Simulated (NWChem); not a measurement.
**Correlation energy of HO**

```xyz
2

O      0.0000     0.0000     0.1085
H      0.0000     0.0000    -0.8679
```
Charge 0, spin multiplicity 2.

All runs are NWChem calculations. Structure: optimised with UPBE0/def2-SVP, a minimum by its harmonic frequencies.

Basis set: cc-pVDZ. Each correlation energy counts from its own Hartree-Fock reference.

The correlated methods keep 1 core orbital frozen. The structure started from a generated list of species. The unpaired electrons of the parent sit in orbitals of symmetry b2 (C2v labels of the run); other states weren't searched. No SCF solution was tested for a lower state. Open-shell Hartree-Fock references start from PBE0 orbitals. Coupled-cluster values serve here as a point of comparison, not as the truth.

Q: One of these methods gave a correlation energy of -149.2 mHa. Which?
A) SCS-UMP2
B) CCSD[T] on UHF
C) CCSD on UHF
D) URI-MP2

A: D, URI-MP2. The others give -147.7 (SCS-UMP2), -164.0 (CCSD on UHF), -165.8 (CCSD[T] on UHF).
